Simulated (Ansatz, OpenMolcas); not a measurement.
## From Ansatz to OpenMolcas

This Ansatz 0.2.0 job computes AlClO (SMILES [O]=[Al][Cl]):

in.yaml:
```yaml
crystal:
  periodic: [false, false, false]
  atoms:
    - {symbol: O, position_ang: [0.170552, 2.688644, 0.390319]}
    - {symbol: Al, position_ang: [0.072422, 1.141604, 0.165739]}
    - {symbol: Cl, position_ang: [-0.116820, -1.841490, -0.267330]}
basis:
  gaussian:
    orbitals: STO-3G
magnetization:
  spin_polarized: true
hamiltonian:
  xc: {name: PBE}
accuracy: high
```

```bash
$ ansatz run in.yaml --threads 1 --pin off --max-ram 2610MiB --events-out events.jsonl --progress --plain --runs-dir runs
```

The Cl3–Al2 distance was set to 3.020 Å, away from the relaxed value.

It gives a total energy of -768.378816 Eh.

Problem. How is this level of theory, on these atoms, set up in OpenMolcas 26.06 as an input file of the program's own?

Solution. For example:

job.input:
```
&GATEWAY
  BasLib
  $CurrDir
  Coord
  3
  angstrom
  O        0.170552       2.688644       0.390319
  Al       0.072422       1.141604       0.165739
  Cl      -0.116820      -1.841490      -0.267330
  Basis
  STO-3G
  Group
  NoSym

&SEWARD
  GridInput
  Grid=UltraFine
  End of Grid

&SCF
  UHF
  KSDFT
  PBE
  Thresholds
  1e-10 1e-07 1e-07 1e-05
  Scramble
  0.25
  PrOrbitals
  1 1
```

```bash
$ export MOLCAS_MEM=1860
$ pymolcas job.input > job.log
```

(Basis files named in the input come from the Basis Set Exchange and aren't shown.)

Its energy is -768.378816 Eh, 0.000 mEh from the first.
